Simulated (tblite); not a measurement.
Species: difluorophosphine, F₂HP.
Numbering: `[F:1][PH:2][F:3]` (hydrogens: H4 on P2)

Computed with GFN2-xTB (tblite), gas phase: Langevin dynamics at 300 K from the optimised GFN2-xTB geometry, time step 0.5 fs, friction 0.01 fs⁻¹, 2000 steps.

Start geometry:
```
atom  x, y, z in Å
F1     -1.148   -0.707   -0.207
P2     -0.002    0.076    0.622
F3      1.227   -0.570   -0.206
H4     -0.067    1.206   -0.232
```

The statistics below take the 31 frames saved every 25 fs from 250 to 1000 fs; their kinetic temperature (all 3N coordinates) averages 286 K.

Question: Give the mean, spread and extremes of the bond lengths.

Answer: 
| bond | start (Å) | mean (Å) | standard deviation (Å) | shortest (Å) | longest (Å) |
| --- | --- | --- | --- | --- | --- |
| F1–P2 | 1.617 | 1.625 | 0.052 | 1.522 | 1.765 |
| P2–F3 | 1.616 | 1.618 | 0.023 | 1.573 | 1.685 |
| P2–H4 | 1.418 | 1.430 | 0.056 | 1.337 | 1.550 |

Question: How far does each atom move about its mean position (frames aligned on the start, all atoms weighted alike), and what rms force does it feel?

Answer: 
| atom | rms displacement (Å) | rms force (eV/Å) |
| --- | --- | --- |
| F1 | 0.05 | 1.24 |
| P2 | 0.05 | 1.69 |
| F3 | 0.05 | 0.67 |
| H4 | 0.06 | 0.94 |

The displacements run from 0.05 to 0.06 Å.

Question: How widely does the potential energy scatter, against a harmonic estimate?

Answer: Mean 0.09 eV above the start, standard deviation 0.056 eV, range 0.02 to 0.27 eV. For 6 classical harmonic modes at 300 K the canonical values are 6kT/2 = 0.08 eV and kT·√(6/2) = 0.045 eV.

The run is classical and short, so these are rough statistics of one trajectory.

The cost below is that of the whole dynamics run. The run took 4.0 s on an Arm Neoverse V1 with one thread (shared host), and the process peaked at 0.18 GiB of memory.
